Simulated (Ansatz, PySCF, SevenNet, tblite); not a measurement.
# Ladder of methods for the lattice constant a of zinc-blende BAs

Reference value: 4.777 Å (measured, room temperature, no zero-point or thermal correction; as tabulated in Lucero et al. (2012), arXiv:1111.4515).

| level (code) | value (Å) | difference (%) |
|---|---|---|
| IPEA1-xTB (tblite) | 4.674 | -2.16 |
| SevenNet-l3i5 | 4.820 | +0.90 |
| PBE (Ansatz) | 4.809 | +0.67 |
| r²SCAN0 (Ansatz) | 4.759 | -0.38 |
| CCSD(T) (PySCF) | 4.769 ± 0.02 | -0.17 |

Leaving aside IPEA1-xTB (doubt noted below): The reference is not for a static lattice or low temperature, so close values are not ranked against it.

The measured value isn't corrected to a static lattice, so vibrations enter the comparison. A static lattice is as a rule a little smaller than the measured one.  A ± on a computed value is a rough bar: the spread of its extrapolation, a floor set from checks against published values, or a statistical error. IPEA1-xTB: this parameter set was refitted to ionisation energies, not structures. IPEA1-xTB: the run uses a supercell at the zone centre in place of a k mesh. K meshes differ between the levels. Ansatz's density-functional and Hartree–Fock values are scalar-relativistic unless marked +SOC, with PAW data made under PBE.

Machine-learned potentials (SevenNet-l3i5) are trained on DFT data: a solid inside that data is no test of them.

Differences are worked out from the printed values.

Ansatz is an electronic-structure program.
